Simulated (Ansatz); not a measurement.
**C3H5, doublet: CASSCF and its corrections**

Program: Ansatz, Gaussian basis, development build. Basis cc-pVDZ, nonrelativistic, no frozen core. State-specific CASSCF; RHF is the lowest restricted (open-shell) Hartree–Fock solution met. No symmetry is imposed, so a solution can break that of the shape. Lower solutions, or ones in other orbitals, may exist.

Geometry:

```xyz
8

C     0.0000    0.1960    1.2300
C     0.0000   -0.4430    0.0000
C     0.0000    0.1960   -1.2300
H     0.0000    1.2807    1.2995
H     0.0000   -1.5336    0.0000
H     0.0000    1.2807   -1.2995
H     0.0000   -0.3610    2.1610
H     0.0000   -0.3610   -2.1610
```

(1) What do CASSCF and its corrections give against RHF in CAS(3,3), and what are the occupations?

Answers

(1) CASSCF -1.082 eV, SC-NEVPT2 -11.330 eV; occupations 1.90, 1.00, 0.10.
